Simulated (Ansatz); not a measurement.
**BH₂O radical (SMILES [BH]O): one structure at several levels**

One table from this session's results is given with a row withheld; the runs are named, their logs left out.

The runs use Ansatz 0.2.0, Gaussian basis; single points in def2-TZVPP.

Cores are frozen in the correlated methods. Orbitals are unrestricted.

### The starting structure

SMILES `[BH]O`, 4 atoms, charge 0, spin multiplicity 2.

Atoms are counted from 1 here; the program's logs count them from 0.

Bond lengths: B1–O2 1.134 Å, B1–H3 1.167 Å, O2–H4 1.107 Å. Angles: O2–B1–H3 130.6°, B1–O2–H4 126.1°.

Geometry (Å):

```
B    -0.03460   -0.45160    0.31110
O    -0.03150    0.48680   -0.32580
H    -0.90920   -1.16400    0.61010
H     0.86010    1.07800   -0.61060
```

The first run:

Input file run/in.yaml:

```yaml
crystal:
  periodic: [false, false, false]
  atoms:
    - {symbol: B, position_ang: [-0.034600, -0.451600, 0.311100]}
    - {symbol: O, position_ang: [-0.031500, 0.486800, -0.325800]}
    - {symbol: H, position_ang: [-0.909200, -1.164000, 0.610100]}
    - {symbol: H, position_ang: [0.860100, 1.078000, -0.610600]}
basis:
  gaussian: {orbitals: def2-TZVPP}
magnetization: {spin_polarized: true, initial_magnetization: 1}
correlation: {method: ccsd_t}
scf: {omitted_lower_state_checks: [cluster_reference]}
output: {forces: true}
```

The command line of these runs was not kept.

Among the steps run: CCSD(T)/def2-TZVPP; PBE0-D4/def2-TZVPP; wB97M-V/def2-TZVPP; r2SCAN-D4/def2-TZVPP; PBE-D4/def2-TZVPP; BHLYP-D4/def2-TZVPP; LC-wPBE/def2-TZVPP.

One table of the session follows, with a row left open; its other results are not shown here.

| method | RMS force component (eV/Å) | angle to CCSD(T) forces (°) | dipole (D) |
| --- | --- | --- | --- |
| CCSD(T) | 7.660 | reference | 2.37 |
| PBE0-D4 | 7.108 | 0.4 | 2.21 |
| wB97M-V | 7.227 | 0.6 | 2.34 |
| r2SCAN-D4 | ? | ? | ? |
| PBE-D4 | 6.885 | 3.2 | 1.95 |
| BHLYP-D4 | 7.188 | 2.0 | 2.30 |
| LC-wPBE | 7.398 | 1.0 | 2.41 |

**Question.** Estimate the row for r2SCAN-D4.

**Answer.** RMS force component (eV/Å): 7.019; angle to CCSD(T) forces (°): 1.5; dipole (D): 2.09. In the column «RMS force component (eV/Å)» it lies between PBE-D4 (6.885) and PBE0-D4 (7.108).
